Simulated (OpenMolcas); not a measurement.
CH3NO (Nitrosomethane): a line through the functionals

CH3NO: 6 atoms, total charge 0, spin state singlet. SMILES: `CN=O`. The coordinates come from a PBE0-D4/def2-TZVP relaxation.

The dipole moment y, in D, basis def2-TZVP; a is the functional's share of exact exchange. Programs: OpenMolcas 26.06.

| functional | program | a | y (D) |
| --- | --- | --- | --- |
| PBE | OpenMolcas | 0 | 2.34 |
| revPBE | OpenMolcas | 0 | 2.30 |
| B3LYP | OpenMolcas | 0.2 | 2.44 |
| PBE0 | OpenMolcas | 0.25 | ? |
| BHLYP | OpenMolcas | 0.5 | 2.55 |

**Question.** Fit y = c + s·a to the known rows and predict PBE0.

**Answer.** 
1. Means of the 4 rows: a = 0.1750, y = 2.407.
2. Σ(Δa)² = 0.1675, Σ(Δa·Δy) = 0.07775, so the slope is 0.07775/0.1675 = 0.46418.
3. Intercept: 2.407 − (0.46418) × 0.1750 = 2.326. The largest residual of the fit is 0.026.
4. PBE0: 2.326 + (0.46418) × 0.25 = 2.44 D.

The run gave 2.43 D, so the prediction is off by +0.01 D, within the scatter of the fit. More exact exchange makes the molecule more polar here.
